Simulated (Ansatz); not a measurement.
# C₄H₇ClO: a ladder of functionals and wavefunction methods

The task here is to estimate one member of a computed series from the others.

Computed with Ansatz 0.2.0, Gaussian basis. Level: functionals in def2-TZVPP, the program's frozen cores in correlated methods.

Levels to be run: PBE-D4, r2SCAN-D4, PBE0-D4, B3LYP-D4, ωB97X-V, ωB97M-V, B2PLYP; CCSD(T)/def2-TZVPP; MP2/def2-QZVPP; extrapolation to the limit.

### The geometry

An earlier PBE0-D4 in a triple-zeta def2 set relaxation fixed the geometry.

SMILES `C=C(Cl)OCC`, 13 atoms, charge 0, spin multiplicity 1.

Atoms are counted from 1 here; the program's logs count them from 0.

Bond lengths: C1–C2 1.324 Å, C1–H7 1.079 Å, C1–H8 1.082 Å, C2–Cl3 1.748 Å, C2–O4 1.334 Å, O4–C5 1.430 Å, C5–C6 1.504 Å, C5–H9 1.094 Å, C5–H10 1.096 Å, C6–H11 1.091 Å, C6–H12 1.091 Å, C6–H13 1.092 Å. Angles: C2–C1–H7 121.1°, C2–C1–H8 119.0°, H7–C1–H8 119.9°, C1–C2–Cl3 120.7°, C1–C2–O4 123.6°, Cl3–C2–O4 115.5°, C2–O4–C5 117.4°, O4–C5–C6 107.7°, O4–C5–H9 109.3°, O4–C5–H10 108.7°, C6–C5–H9 111.4°, C6–C5–H10 111.5°, H9–C5–H10 108.3°, C5–C6–H11 110.6°, C5–C6–H12 111.0°, C5–C6–H13 109.8°, H11–C6–H12 108.5°, H11–C6–H13 108.4° and more.

Set-up of the first run:

The input, in.yaml:

```yaml
crystal:
  periodic: [false, false, false]
  atoms:
    - {symbol: C, position_ang: [0.571741, -2.479974, -0.264687]}
    - {symbol: C, position_ang: [0.902905, -1.200521, -0.188885]}
    - {symbol: Cl, position_ang: [2.517691, -0.721858, 0.278067]}
    - {symbol: O, position_ang: [0.083328, -0.204266, -0.529320]}
    - {symbol: C, position_ang: [-0.113630, 0.842315, 0.424953]}
    - {symbol: C, position_ang: [-1.102888, 1.812884, -0.159491]}
    - {symbol: H, position_ang: [1.297046, -3.255975, -0.074965]}
    - {symbol: H, position_ang: [-0.438559, -2.744011, -0.547124]}
    - {symbol: H, position_ang: [0.844673, 1.326721, 0.632110]}
    - {symbol: H, position_ang: [-0.484873, 0.402001, 1.357558]}
    - {symbol: H, position_ang: [-0.723699, 2.233072, -1.092660]}
    - {symbol: H, position_ang: [-2.056960, 1.323566, -0.362545]}
    - {symbol: H, position_ang: [-1.276275, 2.631445, 0.541988]}
basis:
  gaussian: {orbitals: def2-TZVPP}
hamiltonian: {xc: pbe, dispersion: d4}
output: {forces: true, orbitals: {seedname: orbitals}}
```

Started as:

```console
> ansatz run in.yaml --threads 2 --pin off --events-out ev --progress --plain --max-ram 32768MiB --backend cuda --devices 0, --max-vram 18GiB
```

Among the steps run: PBE-D4 (GGA); r2SCAN-D4 (meta-GGA); PBE0-D4 (hybrid); B3LYP-D4 (hybrid); ωB97X-V (range-separated); ωB97M-V (range-separated); B2PLYP (double hybrid); CCSD(T) in def2-TZVPP; MP2 in def2-QZVPP.

One table of the session follows, with a row left open; its other results are not shown here.

| method | atomisation energy (kJ/mol) |
| --- | --- |
| PBE-D4 | 5296.6 |
| r2SCAN-D4 | 5168.6 |
| PBE0-D4 | 5187.7 |
| B3LYP-D4 | 5139.6 |
| ωB97X-V | 5145.7 |
| ωB97M-V | 5158.5 |
| B2PLYP | 5088.4 |
| HF/def2-TZVPP | 3720.1 |
| MP2/def2-TZVPP | 5111.0 |
| CCSD/def2-TZVPP | 4922.0 |
| CCSD(T)/def2-TZVPP | 5008.7 |
| MP2/CBS | ? |
| CCSD(T)/CBS | 5135.2 |

**Question.** Estimate the row for MP2/CBS.

The run gave: atomisation energy (kJ/mol): 5237.6. In the column «atomisation energy (kJ/mol)» it lies between PBE0-D4 (5187.7) and PBE-D4 (5296.6).
